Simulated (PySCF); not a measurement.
A geometry optimisation on formaldehyde, `C=O`.

Method: PBE/def2-TZVP geometry optimisation, gas phase (PySCF 2.14.0). Start geometry: GFN2-xTB. A driver script takes a list of jobs; this job's settings line and coordinates (Å) are shown.

Input:
```
{"job": {"xc": "PBE", "basis": "def2-TZVP", "grid": 1, "kind": "geom"}, "charge": 0, "multiplicity": 1}
C      0.003175     0.001019    -0.005928
O      1.176539    -0.209213    -0.014559
H     -0.748437    -0.806190     0.003826
H     -0.421043     1.019157    -0.006192
```

Output:
```
step   0  E = -114.41868333  max force = 0.027229
step   1  E = -114.41944422  max force = 0.000575
step   2  E = -114.41944440  max force = 0.000282
optimisation converged
```

Energies in Eh; «max force» is the largest Cartesian gradient component in Eh/bohr.

How much energy does the optimisation release, in kcal/mol?

E(step 0) − E(last step) = 0.000761 Eh, which is 0.5 kcal/mol.

Main results: final energy -114.41944 Eh after 2 steps; dipole 2.16 D.

How long does this job take on one thread of an Arm Neoverse V1, shared host with 32 logical CPUs at a one-minute load of 22? And the peak memory of the process?

About 2.8 s, with 0.28 GiB resident at the peak, the Python interpreter and its libraries included.
Labels such as C1 count atoms from 1, the log's own numbers from 0.
